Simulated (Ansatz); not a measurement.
# NaC (quartet): from Hartree-Fock to the top rungs, def2-QZVPP

One table from this session's results is given with a row withheld; the runs are named, their logs left out.

Program: Ansatz 0.2.0, Gaussian basis. Level of theory: def2-QZVPP, core rule «outside noble gas», up to 6 orbitals frozen. These are calculated values, not measurements.

To be run: UHF; ROHF; CCSD(T) on UHF.

2 further runs of the same task are left out: 2 set aside as unsound or not needed.

## The system

The geometry is a PBE0/def2-TZVP stationary point (not a proven minimum) of the parent state, kept for this charge and spin.

2 atoms, charge 0, spin multiplicity 4.

Atoms are counted from 1 here; the program's logs count them from 0.

Bond lengths: C1–Na2 2.711 Å.

The first run:

File in.yaml:

```yaml
crystal:
  periodic: [false, false, false]
  atoms:
    - {symbol: C, position_ang: [0.000000, 0.000000, 0.000000]}
    - {symbol: Na, position_ang: [0.000000, 0.000000, 2.711400]}
basis:
  gaussian: {orbitals: "def2-QZVPP.json"}
magnetization: {spin_polarized: true, initial_magnetization: 3}
hamiltonian: {xc: hf}
output: {orbitals: {seedname: orbitals}}
```

Command:

```bash
$ ansatz run in.yaml --threads 1 --pin off --events-out ev --progress --plain --max-ram 2393MiB
```

Among the steps run: UHF; ROHF; CCSD(T) on UHF.

One of the session's tables, all rows but one given; the rest of the session is left out.

It belongs to the step «Misses and costs». 

| method | from UCCSD(T) (meV) |
| --- | --- |
| ROHF | ? |
| UHF | +3259.0 |
| UMP2 | +531.6 |
| UCCSD | +131.0 |
| UCCSD(T) | 0 |

**Question.** Estimate the row for ROHF.

**Answer.** from UCCSD(T) (meV): +3300.5. In the column «from UCCSD(T) (meV)» it is the highest.
